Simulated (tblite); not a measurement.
Question: Give a GFN2-xTB geometry of InChI=1S/C2H6N2/c1-3-4-2/h4H,1H2,2H3.

Answer: 
```
atom  x, y, z in Å
C1     1.6235   -0.3182   -0.1541
N2     1.0212    0.7936   -0.1113
N3    -0.3053    0.9122   -0.1310
C4    -1.2162   -0.1914    0.0910
H5     2.6980   -0.2795   -0.1932
H6     1.1568   -1.3010   -0.1629
H7    -0.5980    1.8107    0.2243
H8    -1.1285   -0.9064   -0.7292
H9    -1.0121   -0.7129    1.0345
H10   -2.2304    0.1976    0.1093
```

Any rigid rotation of these coordinates is as good. Atoms count from 1 in this order. Of the pairs four or more bonds apart, C4···H6 is among the closest relative to their van der Waals radii: 2.63 Å, 91 % of the sum of Bondi's values. The C–N distances run from 1.265 Å (C1=N2, drawn double) to 1.448 Å (N3–C4, drawn single), a spread of 0.183 Å. N3 (nitrogen bonded to C, N and H) has angles 123.8°, 116.2° and 111.3°, sum 351.3°, 0.21 Å off the plane of its three neighbours. N2 (C=N nitrogen) is bent (angle 123.5°).

Bonds between heavy atoms (Å): C1=N2 1.265, N2–N3 1.332, N3–C4 1.448.

The geometry is computed with GFN2-xTB (gas phase).

Its GFN2-xTB frequencies are all real (lowest 173 cm⁻¹). One conformer, not necessarily the lowest (C1–N2–N3–C4 14°). 2 starts were optimised and ended at 0.00 and 0.75 kcal/mol (GFN2-xTB); the lowest of these is shown.
